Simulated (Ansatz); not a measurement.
# Reading a saddle point

A first-order saddle point of C₂H₈Si, closed shell, PBE0-D4/def2-TZVP, with one imaginary mode of 1049i cm⁻¹:

Si1  (0.353, 1.172, 0.153)
C2  (0.186, -0.969, 0.588)
C3  (-0.574, -0.865, -0.581)
H4  (-0.568, 0.676, -1.065)
H5  (0.897, 2.538, 0.531)
H6  (-0.888, 1.216, 0.988)
H7  (1.535, 0.699, -0.633)
H8  (-0.318, -1.058, 1.541)
H9  (1.185, -1.381, 0.536)
H10  (-1.657, -0.853, -0.525)
H11  (-0.152, -1.175, -1.531)
(Å)

Program: Ansatz 0.2.0. Basis: def2-TZVPP and def2-QZVPP. Cores are frozen in the correlated methods. Extrapolation: Hartree–Fock as exp(−7.88 √X), correlation as X^−2.97.

Q: Which contacts change along the imaginary mode, and what lies on either side? (A judgement: the text doesn't fix the answer.)

A: The calculation gives: The step is C₂H₈Si (CC[SiH3]) → C₂H₄ (C=C) + SiH₄, with the molecules in contact on both sides. Shortening one way: Si1–H4; lengthening the same way: Si1–C2, C3–H4.
```json
{"pair": "Si1–H4", "one side (Å)": "3.06", "saddle (Å)": "1.60", "other side (Å)": "1.48"}
{"pair": "Si1–C2", "one side (Å)": "1.88", "saddle (Å)": "2.19", "other side (Å)": "3.72"}
{"pair": "C3–H4", "one side (Å)": "1.09", "saddle (Å)": "1.62", "other side (Å)": "3.24"}
```

Q: Which side is lower, and how far does the saddle lie above each? (Judge from chemistry; the value comes from the calculation.)

A: The calculation gives: The side with Si1–C2, C3–H4 short is lower by 129.5 kJ/mol; the saddle lies 348.7 kJ/mol above it and 219.2 kJ/mol above the other (CCSD(T) at an estimated basis limit (MP2 extrapolated from triple and quadruple zeta, plus CCSD(T) − MP2 in triple zeta); electronic energies).

The T1 diagnostic stays at or below 0.017.

For scale, one of the runs: CCSD(T)/def2-TZVPP, 216 basis functions, launched by `ansatz run in.yaml --threads 2 --pin off --events-out ev --progress --plain --max-ram 4352MiB`. The run took 24 s on 2 CPU threads of an Intel Xeon 6975P-C (shared host), with 3.3 GiB of host memory at its peak.
